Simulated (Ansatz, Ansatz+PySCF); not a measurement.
```yaml
atoms:
  - { symbol: N, position_ang: [0.0000, 0.0000, -0.6093] }
  - { symbol: O, position_ang: [0.0000, 0.0000, 0.5331] }
```

Basis set: def2-SVP (spherical functions). Left uncorrelated: 2 orbitals. Correlation on ROHF uses semicanonical orbitals with singles. Charge 0, multiplicity 2.

Computed with Ansatz (development build ahead of 0.2.0); each method stands on the lowest determinant of its kind that the runs found. Restricted functionals stand beside restricted open-shell atoms, which can lie above the unrestricted atoms usual in DFT and then raise those values.

Task: Give the atomization energy at this shape (free ground-state atoms in the same class of orbitals less the molecule, no zero-point energy) of doublet NO by ωB97X (unrestricted), ωB97X (restricted open-shell), r²SCAN (unrestricted), r²SCAN (restricted open-shell), PBE (unrestricted), PBE (restricted open-shell), PBE0 (unrestricted), PBE0 (restricted open-shell), ROHF-CCSD(T), ROHF-CCSD, ROHF-MP2, UHF-MP2, UHF, ROHF.

Result:

```tsv
method	atomization energy
ωB97X (unrestricted)	155.31 kcal/mol
ωB97X (restricted open-shell)	158.20 kcal/mol
r²SCAN (unrestricted)	153.05 kcal/mol
r²SCAN (restricted open-shell)	155.44 kcal/mol
PBE (unrestricted)	174.71 kcal/mol
PBE (restricted open-shell)	175.99 kcal/mol
PBE0 (unrestricted)	154.95 kcal/mol
PBE0 (restricted open-shell)	156.21 kcal/mol
ROHF-CCSD(T)	137.41 kcal/mol
ROHF-CCSD	131.16 kcal/mol
ROHF-MP2	148.14 kcal/mol
UHF-MP2	144.20 kcal/mol
UHF	53.45 kcal/mol
ROHF	54.72 kcal/mol
```
